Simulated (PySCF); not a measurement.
Hydrogen cyanide, SMILES N#C (CHN) at its PBE0/def2-SVP optimised geometry (Å):

```
3

C      0.0371    -0.0002     0.0000
N     -1.1167     0.0002     0.0000
H      1.1167    -0.0002     0.0000
```

Computed with PBE0/def2-TZVP (PySCF). Cells within 0.4 Å of a nucleus heavier than hydrogen are left out (blank, or x).

Map of the electrostatic potential (hartree/e), clipped to [-0.08, 0.12] on the plane z = 0.0 Å:

```
|333333333333333333344444444|
|222222333333333334444444444|
|222222223333333344444444444|
|222222222233333344444444444|
|222222222233333444444444444|
|222222222223334444444444444|
|222222222223334445555554444|
|222111112223344555555555444|
|211111112233456666666555544|
|211111124556799988777665554|
|111000269999999999998766555|
|110001599999999999999876555|
|11000199xx999xx999999976555|
|11000199xxx9xxx999999976555|
|11000199xx999xx999999976555|
|110001599999999999999876555|
|111000269999999999998766555|
|211111124556799988777665554|
|211111112233456666666555544|
|222111112223344555555555444|
|222222222223334445555554444|
|222222222223334444444444444|
|222222222233333444444444444|
|222222222233333344444444444|
|222222223333333344444444444|
|222222333333333334444444444|
|333333333333333333344444444|
```
Scale: ten equal steps from -0.067 (start of '0') to 0.120 (end of '9'), in the order '0123456789'; x runs from -3.50 to 3.50, y from -3.50 (bottom) to 3.50 (top).
